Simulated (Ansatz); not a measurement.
Ge–NH₂, quartet: the ladder up to UCCSDT(Q)

Geometry: a PBE0/def2-TZVP stationary point for this spin, not checked as a minimum.

```xyz
4

Ge    0.0000    0.0000    0.4319
N     0.0000    0.0000   -1.8834
H     0.0000    0.8309   -2.4773
H     0.0000   -0.8309   -2.4773
```

Basis cc-pVDZ; Ansatz 0.2.0. Correlated methods freeze the noble-gas cores and the filled d shells of p-block atoms, which leaves 11 electrons in 36 orbitals. Prefix R: restricted or restricted open-shell reference; prefix U: unrestricted. Active spaces: valence = (11e, 10o) chosen from the atoms' valence shells. No spin–orbit coupling is included, and no scalar relativity.

Full CI isn't at hand for all of this; UCCSDT(Q) serves as the reference, and is uncertain by about the last step of the cluster series. The frozen core follows each run's orbitals, which can shift R against U totals by a few meV for light atoms and by up to 0.1 eV past Ca.

* UHF ⟨S²⟩: 3.788
* T1 diagnostic (RCCSD): 0.0178
* largest doubles amplitude (RCCSD): 0.051
* T1 diagnostic (UCCSD): 0.0147

```tsv
level	E − E(RHF) (eV)
UHF	-0.2375
UMP2	-5.3828
UCCSD	-6.2879
UCCSD(T)	-6.4107
```

Estimate how far UCCSDT(Q) in cc-pVDZ lies from UCCSD(T). The table doesn't fix it; the size of (T) and the diagnostics are the guide.

UCCSDT(Q) in cc-pVDZ lies 1.13 mEh below UCCSD(T), which is 25 % of the (T) step (-4.51 mEh). The diagnostics are small and one determinant leads, so the series closes fast and only a small part of (T) is left.

The other levels:

```csv
level,E − E(UCCSDT(Q)) (mEh),share of correlation (%),wall time
UCCSDT,0.33,99.86,–
```

The correlation energy at UCCSDT(Q), counted from RHF, is -6.441 eV. That run took 18 s on 1 thread of Intel Xeon Platinum 8259CL, shared host.

Run but not shown, since their state or frozen core can't be matched to the reference's or they repeat it: RHF, RMP2, CISD, RCCSD, RCCSD(T), BCCD(T), RCCSDT, RCCSDT(Q), CASSCF (valence space), NEVPT2 (valence space), MRCISD (valence space), MRCISD+Q (valence space).

Times hold each run's SCF and search for its determinant on a shared host, so for small cases they say little of a method's own cost; they ran on 1 thread of Intel Xeon Platinum 8259CL.

Natural occupations of CASSCF (valence space) about the gap: 1.984 1.975 1.974 1.001 1.000 0.999 0.025 0.024 0.019; effectively unpaired electrons, Σ n²(2−n)², 3.01.
